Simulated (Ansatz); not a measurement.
# HCl (hydrogen chloride) at MP2/def2-TZVPPD

Aim: the vertical electron affinity of HCl (hydrogen chloride) at MP2/def2-TZVPPD, from 2 runs. 

Program for the calculation: Ansatz 0.2.0.

15 further runs of the same task are left out: 15 set aside as unsound or not needed.

**1. Starting point**

HCl: 2 atoms, total charge 0, spin state singlet. SMILES: `Cl`. Geometry: relaxed at PBE0-D4/def2-TZVP.

Bond lengths: Cl1–H2 1.279 Å.

**2. A single-point energy at MP2/def2-TZVPPD**

Input file molecule.yaml:

```yaml
crystal:
  periodic: [false, false, false]
  atoms:
    - {symbol: Cl, position_ang: [0.546000, -0.178500, 0.280800]}
    - {symbol: H, position_ang: [-0.546000, 0.178500, -0.280800]}
basis:
  gaussian:
    orbitals: def2-TZVPPD.json
correlation:
  method: mp2
  frozen_orbitals: {Cl: 5, H: 0}
accuracy: high
```

The basis set def2-TZVPPD is read from a file made from the Basis Set Exchange's data (not shown).

Command:

```bash
$ ansatz run molecule.yaml --threads 1 --pin off --max-ram 2610MiB --events-out events.jsonl --progress --plain --runs-dir runs
```

The program printed:

```text
Warning: RAYON_NUM_THREADS=1 ignored (pool sized by the plan → 1); use --threads N
Functional definition: HF
  name "HF"
  exchange = exact_x
  correlation = 0
849 factors; integrals over basis functions are off by at most 3.7e-9 eV
mean field evaluation 1: about -12519.5494 eV, gradient 1.1e1 eV
mean field evaluation 2: about -12519.5499 eV, gradient 1.1e1 eV
mean field evaluation 4: about -12519.9480 eV, gradient 1.2e0 eV
mean field evaluation 8: about -12519.9566 eV, gradient 2.4e-5 eV
mean field -12519.95662759 eV, -460.0999197327 hartree, gradient 2.0e-8 eV, S^2 0.000000; 0 other end points of the search recorded, 0 dependent functions left out
5 core orbitals not correlated: weight in the atoms' cores, before any rotation towards them, 1.000 or more for the frozen orbitals, at most 0.000 for the correlated occupied ones
reference -12519.95662759 eV, -460.0999197327 hartree; 4, 4 occupied and 59, 59 virtual orbitals, 849 factors
second order -5.58050873 eV of doubles, -0.00000000 eV of singles
Total energy: -12525.53713633 eV, -460.3049996460 hartree
```

Wall time 0.38 s (1 thread of Intel Xeon 6975P-C (Granite Rapids), shared host); peak memory 0.11 GiB.

**3. The doublet anion, same level**

Input file in.yaml:

```yaml
crystal:
  periodic: [false, false, false]
  atoms:
    - {symbol: Cl, position_ang: [0.546000, -0.178500, 0.280800]}
    - {symbol: H, position_ang: [-0.546000, 0.178500, -0.280800]}
basis:
  gaussian: {orbitals: def2-TZVPPD.json}
total_charge: -1
magnetization: {spin_polarized: true, initial_magnetization: 1}
correlation: {method: mp2, frozen_orbitals: {Cl: 5, H: 0}}
accuracy: high
```

The basis set def2-TZVPPD is read from a file made from the Basis Set Exchange's data (not shown).

Command:

```bash
$ ansatz run in.yaml --threads 1 --pin off --max-ram 2610MiB --events-out events.jsonl --progress --plain --runs-dir runs
```

The program printed:

```text
Warning: RAYON_NUM_THREADS=1 ignored (pool sized by the plan → 1); use --threads N
[... 4 set-up lines as earlier in the session ...]
849 factors; integrals over basis functions are off by at most 3.7e-9 eV
mean field evaluation 1: about -12515.9851 eV, gradient 1.8e1 eV
mean field evaluation 2: about -12515.9922 eV, gradient 1.8e1 eV
mean field evaluation 4: about -12518.1018 eV, gradient 1.4e0 eV
mean field evaluation 8: about -12518.1765 eV, gradient 1.8e-1 eV
mean field evaluation 16: about -12518.1820 eV, gradient 1.4e-6 eV
mean field evaluation 32: about -12517.3139 eV, gradient 4.4e-3 eV
mean field evaluation 64: about -12518.1726 eV, gradient 3.7e-1 eV
mean field evaluation 96: about -12517.9971 eV, gradient 3.3e0 eV
mean field -12518.18196316 eV, -460.0347020176 hartree, gradient 3.5e-8 eV, S^2 0.750828; 10 other end points of the search recorded, 0 dependent functions left out
5 core orbitals not correlated: weight in the atoms' cores, before any rotation towards them, 1.000 or more for the frozen orbitals, at most 0.000 for the correlated occupied ones
reference -12518.18196316 eV, -460.0347020176 hartree; 5, 4 occupied and 58, 59 virtual orbitals, 849 factors
second order -5.83363375 eV of doubles, -0.00000000 eV of singles
Total energy: -12524.01559691 eV, -460.2490841038 hartree
```

It took 1.5 s on 1 thread of Intel Xeon 6975P-C (Granite Rapids), shared host; peak memory 0.12 GiB.

**4. Results**

Level: MP2/def2-TZVPPD, 5 core orbitals frozen.

| quantity | value |
| --- | --- |
| singlet HCl: total energy | -460.30500 Eh |
| singlet HCl: correlation energy (5 core orbitals frozen) | -205.1 mEh |
| doublet anion: total energy | -460.24908 Eh |
| doublet anion: correlation energy (5 core orbitals frozen) | -214.4 mEh |
| doublet anion: ⟨S²⟩ of the reference determinant | 0.751 |
| vertical electron affinity (to the doublet anion) | -1.522 eV |

What this shows: The anion lies 1.52 eV (35 kcal/mol) above the neutral: the electron isn't bound at this level, and such a value depends on the basis.
